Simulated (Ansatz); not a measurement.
Ansatz (a program for electronic structure) input (CCSD(T)/aug-cc-pV(D+d)Z):
A basis named .json is the Basis Set Exchange file of that set.

Ansatz 0.2 input:
```yaml
crystal:
  periodic: [false, false, false]
  atoms:
    - {symbol: O, position_ang: [-0.02110053, 1.07219571, -0.07455918]}
    - {symbol: H, position_ang: [-0.94565317, 1.39081582, 0.04769402]}
    - {symbol: Cl, position_ang: [0.03136922, -0.67222547, -0.00316626]}
    - {symbol: H, position_ang: [0.58118065, 1.45945141, 0.60260595]}
basis:
  gaussian:
    orbitals: aug-cc-pV_D+d_Z.json
total_charge: 1
magnetization: {spin_polarized: false}
correlation: {method: ccsd_t, electrons: outside_noble_gas}
output: {forces: true}
```

End of the output:

```
mean field evaluation 4: about -14562.0672 eV, gradient 3.0e0 eV
mean field evaluation 8: about -14562.0921 eV, gradient 2.4e-4 eV
mean field evaluation 16: about -14562.0911 eV, gradient 1.7e-1 eV
mean field evaluation 32: about -14553.0324 eV, gradient 9.8e-4 eV
mean field -14562.09206649 eV, -535.1470129029 hartree, gradient 1.3e-6 eV, S^2 0.000000; 0 other end points of the search recorded, 0 dependent functions left out
6 core orbitals not correlated
reference -14562.09206649 eV, -535.1470129029 hartree; 7, 7 occupied and 60, 60 virtual orbitals, 685 factors
densities: 0.21 GiB planned
second order -9.61519947 eV of doubles, -0.00000000 eV of singles
coupled cluster: 0.16 GiB planned
cycle   1  -9.95829766 eV  change   -3.4e-1 eV  update   7.0e-2
cycle   2  -10.22615208 eV  change   -2.7e-1 eV  update   2.2e-2
cycle   3  -10.29162404 eV  change   -6.5e-2 eV  update   1.1e-2
cycle   4  -10.28766386 eV  change    4.0e-3 eV  update   2.7e-3
cycle   5  -10.28844075 eV  change   -7.8e-4 eV  update   1.4e-3
cycle   6  -10.28848275 eV  change   -4.2e-5 eV  update   6.1e-4
cycle   7  -10.28829602 eV  change    1.9e-4 eV  update   3.0e-4
cycle   8  -10.28838131 eV  change   -8.5e-5 eV  update   1.5e-4
cycle   9  -10.28838679 eV  change   -5.5e-6 eV  update   7.3e-5
cycle  10  -10.28837406 eV  change    1.3e-5 eV  update   2.7e-5
cycle  11  -10.28839499 eV  change   -2.1e-5 eV  update   9.3e-6
cycle  12  -10.28838945 eV  change    5.5e-6 eV  update   3.6e-6
perturbative correction -0.29907146 eV, -0.0109906734 hartree
the calculation of the forces begins
Total energy: -14572.67952740 eV, -535.5360949150 hartree
Atom 0 at    -0.021101     1.072196    -0.074559 Å, force     0.090641     0.491891    -0.310239 eV/Å
Atom 1 at    -0.945653     1.390816     0.047694 Å, force    -0.020032    -0.004075     0.128307 eV/Å
Atom 2 at     0.031369    -0.672225    -0.003166 Å, force    -0.003991    -0.481646     0.070556 eV/Å
Atom 3 at     0.581181     1.459451     0.602606 Å, force    -0.066618    -0.006170     0.111376 eV/Å
Dipole moment:    -0.136413     0.730234     0.285018 e Å
```

It need not be the lowest isomer of its formula.
